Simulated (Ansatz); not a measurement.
Geometry optimisation, RKS B3LYP-D4/def2-SVP in Ansatz.

Input file:

```yaml
crystal:
  periodic: [false, false, false]
  atoms:
    - { symbol: Al, position_ang: [0.0, 0.0, 0.0] }
    - { symbol: H, position_ang: [1.0441, 0.0, 1.4169] }
    - { symbol: "N", position_ang: [2.084, 0.0, 0.3891] }
    - { symbol: H, position_ang: [2.5506, -0.9179, 0.1373] }
    - { symbol: H, position_ang: [2.5353, 0.9179, 0.1109] }
    - { symbol: "N", position_ang: [-1.6627, 0.0, -0.96] }
    - { symbol: H, position_ang: [-2.3316, -0.8164, -0.8614] }
    - { symbol: H, position_ang: [-1.9118, 0.8164, -1.5886] }
basis:
  gaussian: { orbitals: def2-SVP }
hamiltonian:
  xc: b3lyp
  dispersion: d4
relax:
  f_tol: 0.15
  max_steps: 25
  restrain:
    - { distance: [1, 2], at: 1.06, k: 30.0 }
    - { distance: [0, 1], at: 2.76, k: 30.0 }
    - { distance: [0, 2], at: 3.12, k: 30.0 }
output:
  orbitals: {}
```

Run as:

```bash
$ ansatz run input.yaml --threads 1 --pin off --max-ram 2048MiB --backend cpu --events-out ev --progress --plain --runs-dir out
```

Problem. Where does it end, and by what steps?

Solution. It converged. The restraints hold the end off the free minimum. After 18 steps the energy has fallen by 2.753 eV (the restraints' own energy left out); H8 moved furthest, 1.52 Å. Parted: Al1–N3 (2.12 → 3.12 Å). Joined: H2–N3 (1.46 → 1.04 Å).

```tsv
step	energy less start (eV)	largest force component (eV/Å)	accepted
0	0.0000	1.664	yes
1	0.1111	2.553	yes
2	0.2755	6.108	yes
3	-0.4827	7.462	yes
4	-1.8588	1.776	yes
5	-2.2768	1.419	yes
6	-2.4901	0.825	yes
7	-2.5568	0.574	yes
8	-2.5996	0.518	no
9	-2.5772	0.551	yes
10	-2.5924	0.650	yes
11	-2.6111	0.756	yes
12	-2.6420	0.707	yes
13	-2.6738	0.675	yes
14	-2.6920	0.694	yes
15	-2.7177	0.661	yes
16	-2.7214	0.752	yes
17	-2.7482	0.692	yes
18	-2.7533	0.730	yes
```

```xyz
8
Properties=species:S:1:pos:R:3
Al -0.961 -0.167 1.024
H 1.792 -0.072 1.232
N 2.046 0.097 0.241
H 1.629 -0.641 -0.325
H 1.660 0.997 -0.038
N -1.199 -0.095 -0.772
H -2.109 -0.275 -1.201
H -0.549 0.156 -1.516
```

Time of the run: 33 s on 1 thread of Arm Neoverse V2, on a shared host, peak memory 0.13 GiB.
